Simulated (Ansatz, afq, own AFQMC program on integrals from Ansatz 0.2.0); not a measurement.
Two steps: Ansatz 0.2.0 writes the Fock matrix and Cholesky factors of the valence space, and afq projects on them the lowest state that overlaps trial and start.

```yaml
crystal:
  periodic: [false, false, false]
  atoms:
    - {symbol: Na, position_ang: [0.000000, 0.000000, 0.000000]}
    - {symbol: H, position_ang: [0.000000, 0.000000, -2.065760]}
    - {symbol: H, position_ang: [0.000000, 0.000000, 2.065760]}
basis:
  gaussian: {orbitals: aug-cc-pVDZ}
total_charge: -1
magnetization: {spin_polarized: false}
correlation: {method: ccsd_t, electrons: outside_noble_gas, hamiltonian_folder: ham}
```

```sh
$ ansatz run in.yaml --threads 1 --pin off --events-out ev --progress --plain --max-ram 24576MiB --backend cuda --devices 0, --max-vram 18GiB
```

afq runs on the folder ham with

```
--method free --trial cisd --walkers 4000 --time-step 0.03 --max-blocks 4000 --target-error 0.00024 --factor-cut 1e-05 --seed 1140 --times 0,0.3,0.6,1.2,1.8,2.4,3.6,4.8,6 --taylor-order 8
```

Times are imaginary, in 1/Eh. The walk had a cap of 61 s.

Output of the walk:

```
orbitals 40  electrons 2 2  factors 279 of 419
reference energy -162.94700570 Eh
CCSD correlation -0.06940038 Eh in 12 cycles, weight of the determinant in the CISD state 0.9315
repeat  energy at the last time / Eh  error
    10  -163.016713  0.000015
    20  -163.016715  0.000010
    30  -163.016707  0.000008
time / (1/Eh)  energy / Eh  error  mean overlap
  0.00  -163.016401  0.000008  1.0735
  0.30  -163.016478  0.000007  1.0735
  0.60  -163.016539  0.000006  1.0709
  1.20  -163.016596  0.000007  1.0709
  1.80  -163.016630  0.000006  1.0722
  2.40  -163.016651  0.000007  1.0718
  3.60  -163.016697  0.000008  1.0702
  4.80  -163.016701  0.000009  1.0688
  6.00  -163.016709  0.000008  1.0668
energy -163.016709 +/- 0.000008 Eh
```

The run passed its tests (error under three times the target), which doesn't prove that it has relaxed.

Against this walk (error 0.2 meV) on the same determinant: CCSD(T) 3.1 meV higher, CCSDT(Q) 0.2 meV higher (within the noise), full CI 0.1 meV higher (within the noise). The error is statistical, and a free projection of finite length keeps a remainder of its start.

Cautions: remainder of the start not in the error.

The walk took 15 s on 1 × NVIDIA H100 80GB HBM3 with 2 threads of AMD EPYC 7R13 Processor (Zen 3), on a shared host (the card was shared). The log's last line is the free-projection energy.

CCSDT and higher add their correlation energy to the determinant of the CCSD(T) run, since their own runs factorise the integrals more tightly (a shift of under 2 meV). A walk keeps the symmetry of its determinant, which the program's search chose and which needn't be the lowest solution, so a lower state of the same spin and another symmetry isn't excluded.
